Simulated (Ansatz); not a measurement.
Fluorite CeO₂ was calculated with B3LYP (VWN-RPA form) (Ansatz, a quantum-chemistry and plane-wave program, PAW).

Settings: plane-wave cutoff 520 eV, 8×8×8 k mesh, no spin polarisation, scalar-relativistic PAW data made under PBE.

Computed at the level's own relaxed cell.

Hill averages of the elastic tensor: K = 191.3 GPa, G = 75.3 GPa. Volume 13.577 Å³/atom, mean atomic mass 57.372 u.

Question: Work out the density, the sound velocities of a polycrystal and the elastic Debye temperature at this level.

Answer: ρ = 1.66054 × 57.372/13.577 = 7.017 g/cm³. v_l = √[(K + 4G/3)/ρ] = 6.448 km/s and v_t = √(G/ρ) = 3.276 km/s. The mean follows from 3/v_m³ = 1/v_l³ + 2/v_t³: v_m = 3.672 km/s. Θ_D = (ħ/k_B) v_m (6π²/V)^(1/3) = 76.38 K Å s/km × 3.672 × 1.6339 Å⁻¹ = 458 K, counting all atoms of the cell.
